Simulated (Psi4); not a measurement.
Psi4 input (wB97X-D/6-311+G**):

```
memory 1500 MB

molecule {
-1 1
O     0.00797430    0.03127390    1.17113953
C     0.01594649    1.23699325    0.39861600
C    -0.00912020   -1.05942675    0.35440347
C     0.00238201    0.77005062   -0.90890318
C    -0.01334858   -0.66592199   -0.94516083
H    -0.01658194   -2.03380540    0.82240935
H     0.00366830    1.41506903   -1.77894846
H    -0.02603907   -1.32162564   -1.80630991
symmetry c1
no_reorient
no_com
}

set {
  basis 6-311+G**
  reference rks
  scf_type df
  df_basis_scf def2-universal-jkfit
  dft_radial_points 99
  dft_spherical_points 590
  e_convergence 1e-8
  d_convergence 1e-7
  maxiter 150
}

e = energy('wb97x-d')
print_out(f'\nFINAL {e:.10f} DIPOLE {variable("CURRENT DIPOLE")[0]:.6f} {variable("CURRENT DIPOLE")[1]:.6f} {variable("CURRENT DIPOLE")[2]:.6f}\n')
```

Problem. Predict the final energy.

Solution. -229.36511 Eh.
